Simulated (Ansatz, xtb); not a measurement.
# Relaxing a trial structure of C2H2Si

The starting geometry of this gas-phase singlet has its atoms placed at random.

```yaml
atoms:
  - { symbol: C, position_ang: [-0.5240, -1.2545, -0.9787] }
  - { symbol: C, position_ang: [1.2480, -0.3993, -0.3390] }
  - { symbol: Si, position_ang: [0.0072, 0.7744, -0.0870] }
  - { symbol: H, position_ang: [-1.3562, -0.0854, 0.3685] }
  - { symbol: H, position_ang: [0.6394, 0.8865, 1.0909] }
```

One run relaxed it with r2SCAN-D4/def2-SVP. What is a likely outcome?

It ends as a structure given below by its coordinates. Distances that change by over a tenth: Si3–H4 (1.67 → 1.49 Å), Si3–H5 (1.34 → 1.49 Å). Contacts that close: C1–C2 (2.07 → 1.27 Å), C1–Si3 (2.28 → 1.83 Å).

The energy falls by 7.34 eV over 12 steps:

```tsv
step	E − E(last) (eV)
1	7.338
2	4.729
3	2.598
5	1.142
6	0.603
7	0.275
8	0.136
10	0.002
11	0.000
12	0.000
```

Final geometry (Å):

```yaml
atoms:
  - { symbol: C, position_ang: [0.4297, -1.3922, -0.4582] }
  - { symbol: C, position_ang: [0.7472, -0.4459, -1.2373] }
  - { symbol: Si, position_ang: [-0.1414, 0.2070, 0.2225] }
  - { symbol: H, position_ang: [-1.5630, 0.6488, 0.1804] }
  - { symbol: H, position_ang: [0.5419, 0.9040, 1.3473] }
```

From the same start GFN2-xTB reaches the same bonding as this run.

From so rough a start the end depends on the optimiser's path, so another program may land elsewhere. No frequencies were run, so the end isn't proven a minimum. Run with Ansatz 0.2.0, 11 s on 1 thread of Intel(R) Xeon(R) Platinum 8488C (Sapphire Rapids), on a shared host.
